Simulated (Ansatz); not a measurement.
Basis-set extrapolation for `N#CC#CC#N` (PBE0-D4/def2-TZVP geometry, frozen core, Ansatz). Multiplicity 1, RHF reference.

```tsv
	def2-TZVPP	def2-QZVPP
HF	-260.362276	-260.371863
MP2 correlation	-0.961130	-1.022927
CCSD(T) correlation	-1.008236	not run
```

Energies in hartree. Use E(X) = E(∞) + A·exp(−7.88·√X) for Hartree–Fock and E(X) = E(∞) + B·X^(−2.97) for correlation, with X = 3 and 4, and add CCSD(T) minus MP2 of the smaller set to the MP2 limit.

Question: What is the CCSD(T) energy at the basis-set limit?

Answer: HF limit: -260.371863 + (-0.009587) × 0.13774 = -260.37318. MP2 limit: -1.022927 + (-0.061797) × 0.74074 = -1.06870. Higher-order term: -1.008236 − (-0.961130) = -0.04711. Total: -261.48899 hartree, 3.22 eV below CCSD(T)/def2-TZVPP.
